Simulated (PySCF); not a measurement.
# Al2H, doublet: breathe scan

Starting geometry (PBE0/def2-TZVP stationary point for this spin, not checked as a minimum):

| atom | x (Å) | y (Å) | z (Å) |
| --- | --- | --- | --- |
| Al | 0.0000 | 0.0000 | 0.3526 |
| Al | 0.0000 | 0.0000 | -2.3244 |
| H | 0.0000 | 0.0000 | 1.9718 |

From there all distances are scaled together; atoms are numbered as listed. Energies are in kJ/mol, counted from the starting geometry at the same level.

Basis 6-31G; PySCF 2.14.0. Correlated methods freeze the noble-gas cores. R marks a restricted (for open shells ROHF) determinant.

Full CI is exact within this basis and frozen core; it isn't the basis-set limit.

| scale of all distances | RMP2 |
| --- | --- |
| 0.870 | 99.3 |
| 1.000 | 0.0 |
| 1.119 | 15.5 |
| 1.288 | 76.7 |
| 1.493 | 147.1 |
| 1.725 | 221.2 |
| 2.012 | 297.9 |
| 2.387 | 369.1 |

Problem. Estimate the full CI curve in 6-31G from this one, knowing how RMP2 errs.

Solution. The computed full CI values, in kJ/mol from the starting point, and the error of RMP2 against them:
```
scale of all distances  full CI  RMP2 less full CI
                 0.870    105.3               -6.0
                 1.000      0.0                0.0
                 1.119      5.8                9.7
                 1.288     60.4               16.2
                 1.493    126.0               21.1
                 1.725    186.8               34.5
                 2.012    240.8               57.1
                 2.387    277.6               91.5
```

Full CI's occupations show more than one leading determinant at 2.387.

The error spans 97.5 kJ/mol and is largest, 91.5 kJ/mol, at 2.387.
